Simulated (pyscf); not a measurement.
Single points on ωB97X-D3(BJ)/def2-SVP structures (PySCF, gas phase). Correlated levels are frozen-core, on RHF or UHF. ΔMP2 is the change of the MP2 total energy from the triple- to the quadruple-zeta basis.

SMILES: C(C)=C=O
```xyz
8

C     -0.7256    -0.7542     0.8628
C     -0.7153    -0.9161    -0.6405
C     -0.9242     0.0716    -1.4896
O     -1.1085     0.9428    -2.2415
H     -0.9295     0.2872     1.1527
H     -1.5005    -1.3873     1.3244
H      0.2459    -1.0381     1.2988
H     -0.5275    -1.8924    -1.0979
```
Charge 0, spin multiplicity 1.

**Question.** What are the homolytic bond dissociation enthalpies (298 K) of `[CH3][CH]=[C]=[O]` at CCSD(T)/def2-TZVPP + ΔMP2(QZVPP), weakest first?

**Answer.** C–H to •H₂C–CH=C=O + H•: 90.4 kcal/mol; C–C to CH₃• + •HC=C=O: 92.5 kcal/mol; C–H to H₃C–C•=C=O + H•: 101.5 kcal/mol. Ring and multiple bonds, and those that leave no two simple radicals, are not listed. The radicals are drawn with the spin at the cut bond; how far it spreads was not checked. H₃C–C•=C=O lies 9.7 kcal/mol over its isomer •H₂C–CH=C=O, and others may lie lower still (electronic energy, ωB97M-D3(BJ)). Other isomers of •HC=C=O, •H₂C–CH=C=O were not searched in full and may lie lower. The CCSD(T) − MP2 part came from Ansatz, without density fitting, on the same reference. A UHF reference is spin-contaminated (<S²> up to 0.86), which harms MP2 most.
